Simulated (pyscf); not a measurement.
Single points on ωB97X-D3(BJ)/def2-SVP structures (PySCF, gas phase).

Question: Estimate the classical barrier height and the reaction energy of H₂Ge=AsH (SMILES [GeH2]=[AsH]) + H₂ (SMILES [H][H]) -> AsH₃ (SMILES [AsH3]) + GeH₂ (SMILES [GeH2]) [singlet] at ωB97M-D3(BJ)/def2-TZVP. The step runs on the singlet surface, breaks As–Ge, H–H and forms As–H, As–H; take the separated reactants as zero.

Answer: ΔE‡ = 36.7 kcal/mol, ΔE = +13.8 kcal/mol. Zero-point energy shifts the barrier by +1.5 kcal/mol. It is a concerted two-bond exchange, with an imaginary mode of 574i cm⁻¹. On the product side the descent ends in an adduct with a As–Ge contact, 8.7 kcal/mol under the separated species and 27.3 kcal/mol under the saddle at ωB97X-D3(BJ)/def2-TZVP. What is counted as broken (As–Ge) persists as a longer contact in the product adduct; parting that adduct is a step of its own. At ωB97X-D3(BJ)/def2-TZVP the barrier from the zero used here is 39.9 kcal/mol. One saddle was located; it need not be the lowest between these sides. Elements up to Kr have no core potential and no relativistic terms here.
